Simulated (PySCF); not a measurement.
**GaH⁻, quartet: the ladder up to full CI**

Geometry: a point of a stretch scan, not a stationary point.

```xyz
2

Ga    0.0000    0.0000    0.0000
H     0.0000    0.0000    2.5680
```

Basis aug-cc-pVDZ; PySCF 2.14.0. Only valence electrons are correlated (noble-gas cores and the filled d shells of p-block atoms frozen), which leaves 5 electrons in 31 orbitals. R marks a restricted (for open shells ROHF) determinant. No spin–orbit coupling is included, and no scalar relativity.

Full CI is exact within this basis and frozen core; it isn't the basis-set limit.

```
UHF ⟨S²⟩                          : 3.788
T1 diagnostic (ROHF- or RHF-based CCSD)             : 0.0482
largest doubles amplitude (ROHF- or RHF-based CCSD) : 0.076
```

Problem. From what is known of these methods and the diagnostics, rank them by the size of their error in total energy against full CI in aug-cc-pVDZ, smallest first (an estimate: the text doesn't fix the numbers).
A. RCCSD(T)
B. RCCSDT
C. RHF
D. RCCSD
E. RMP2

Solution. B (0.4 kJ/mol), A (3.0 kJ/mol), D (8.9 kJ/mol), E (56.1 kJ/mol), C (177.5 kJ/mol).

All errors are against full CI in aug-cc-pVDZ. Within each family the higher level lies nearer, as is usual though not guaranteed.

The full-CI state has the irrep A2 of C2v, in the program's axes (one component, if the state is degenerate).

Natural occupations of full CI about the gap: 1.888 1.002 0.970 0.970 0.051 0.023 0.023 0.012 0.012 0.010; effectively unpaired electrons, Σ n²(2−n)², 3.06.
